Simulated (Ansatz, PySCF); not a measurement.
Potential energy curve for NaCl, singlet.

Methods: UHF/aug-cc-pVTZ (Ansatz, a first-principles code); RHF/aug-cc-pVTZ (Ansatz); UKS-CAM-B3LYP = unrestricted CAM-B3LYP/aug-cc-pVTZ (Ansatz); RKS-CAM-B3LYP = Ansatz with restricted CAM-B3LYP/aug-cc-pVTZ; UKS-PBE = unrestricted PBE/aug-cc-pVTZ (Ansatz); RKS-PBE = Ansatz with restricted PBE/aug-cc-pVTZ; UKS-B3LYP/6-31G* = unrestricted B3LYP/6-31G*, spherical d (PySCF); RKS-B3LYP/6-31G* = restricted B3LYP/6-31G*, spherical d (PySCF); UKS-B3LYP/6-311+G** = PySCF 2.14.0 with unrestricted B3LYP/6-311+G**, spherical d; RKS-B3LYP/6-311+G** = restricted B3LYP/6-311+G**, spherical d in PySCF 2.14.0; UKS-LDA (SVWN5)/6-31G* = unrestricted LDA (SVWN5)/6-31G*, spherical d (PySCF 2.14.0); RKS-LDA (SVWN5)/6-31G* = PySCF with restricted LDA (SVWN5)/6-31G*, spherical d.

Scanned distances (Å): 1.89, 2.01, 2.12, 2.22, 2.31, 2.36, 2.47, 2.53, 2.63, 2.73, 2.94, 3.15, 3.51, 3.92, 4.24, 4.67, 5.13, 5.73, 6.42, 7.12, 8.33, 9.36.

Problem. Where does the unrestricted solution first break spin symmetry (<S²> of 0.01 or more)?

Solution. UHF: between 5.13 and 5.73 Å; UKS-CAM-B3LYP: between 5.13 and 5.73 Å; UKS-PBE: between 3.92 and 4.24 Å; UKS-B3LYP/6-31G*: between 3.92 and 4.24 Å; UKS-B3LYP/6-311+G**: between 4.24 and 4.67 Å; UKS-LDA (SVWN5)/6-31G*: between 4.24 and 4.67 Å.

```
R / Å  <S²> UHF  E(RHF) − E(UHF) / mEh  <S²> UKS-CAM-B3LYP  E(RKS-CAM-B3LYP) − E(UKS-CAM-B3LYP) / mEh  <S²> UKS-PBE  E(RKS-PBE) − E(UKS-PBE) / mEh  <S²> UKS-B3LYP/6-31G*  E(RKS-B3LYP/6-31G*) − E(UKS-B3LYP/6-31G*) / mEh  <S²> UKS-B3LYP/6-311+G**  E(RKS-B3LYP/6-311+G**) − E(UKS-B3LYP/6-311+G**) / mEh  <S²> UKS-LDA (SVWN5)/6-31G*  E(RKS-LDA (SVWN5)/6-31G*) − E(UKS-LDA (SVWN5)/6-31G*) / mEh
-----  --------  ---------------------  ------------------  -----------------------------------------  ------------  -----------------------------  ---------------------  -----------------------------------------------  ------------------------  -----------------------------------------------------  ---------------------------  -----------------------------------------------------------
1.89       0.00                    0.0                0.00                                        0.0          0.00                            0.0                   0.00                                              0.0                      0.00                                                    0.0                         0.00                                                          0.0
2.01       0.00                    0.0                0.00                                        0.0          0.00                            0.0                   0.00                                              0.0                      0.00                                                    0.0                         0.00                                                          0.0
2.12       0.00                    0.0                0.00                                        0.0          0.00                            0.0                   0.00                                              0.0                      0.00                                                    0.0                         0.00                                                          0.0
2.22       0.00                    0.0                0.00                                        0.0          0.00                            0.0                   0.00                                              0.0                      0.00                                                    0.0                         0.00                                                          0.0
2.31       0.00                    0.0                0.00                                        0.0          0.00                            0.0                   0.00                                              0.0                      0.00                                                    0.0                         0.00                                                          0.0
2.36       0.00                    0.0                0.00                                        0.0          0.00                            0.0                   0.00                                              0.0                      0.00                                                    0.0                         0.00                                                          0.0
2.47       0.00                    0.0                0.00                                        0.0          0.00                            0.0                   0.00                                              0.0                      0.00                                                    0.0                         0.00                                                          0.0
2.53       0.00                    0.0                0.00                                        0.0          0.00                            0.0                   0.00                                              0.0                      0.00                                                    0.0                         0.00                                                          0.0
2.63       0.00                    0.0                0.00                                        0.0          0.00                            0.0                   0.00                                              0.0                      0.00                                                    0.0                         0.00                                                          0.0
2.73       0.00                    0.0                0.00                                        0.0          0.00                            0.0                   0.00                                              0.0                      0.00                                                    0.0                         0.00                                                          0.0
2.94       0.00                    0.0                0.00                                        0.0          0.00                            0.0                   0.00                                              0.0                      0.00                                                    0.0                         0.00                                                          0.0
3.15       0.00                    0.0                0.00                                        0.0          0.00                            0.0                   0.00                                              0.0                      0.00                                                    0.0                         0.00                                                          0.0
3.51       0.00                    0.0                0.00                                        0.0          0.00                            0.0                   0.00                                              0.0                      0.00                                                    0.0                         0.00                                                          0.0
3.92       0.00                    0.0                0.00                                        0.0          0.00                            0.0                   0.00                                              0.0                      0.00                                                    0.0                         0.00                                                          0.0
4.24       0.00                    0.0                0.00                                        0.0          0.03                            0.0                   0.03                                              0.0                      0.00                                                    0.0                         0.00                                                          0.0
4.67       0.00                    0.0                0.00                                        0.0          0.19                            0.7                   0.23                                              1.1                      0.13                                                    0.3                         0.18                                                          0.6
5.13       0.00                    0.0                0.00                                        0.0          0.29                            1.8                   0.34                                              3.0                      0.25                                                    1.6                         0.30                                                          1.7
5.73       1.00                    1.1                0.21                                        1.0          0.37                            3.2                   0.43                                              5.3                      0.35                                                    3.4                         0.40                                                          3.1
6.42       1.01                   11.3                0.34                                        3.1          0.43                            4.5                   0.49                                              7.5                      0.42                                                    5.2                         0.46                                                          4.4
7.12       1.01                   19.7                0.42                                        5.3          0.47                            5.4                   0.53                                              9.1                      0.46                                                    6.7                         0.50                                                          5.3
8.33       1.01                   30.7                0.52                                        8.8          0.50                            6.4                   0.57                                             11.2                      0.50                                                    8.6                         0.53                                                          6.2
9.36       1.01                   37.8                0.57                                       11.3          0.52                            6.9                   0.59                                             12.3                      0.53                                                    9.7                         0.55                                                          6.6
```
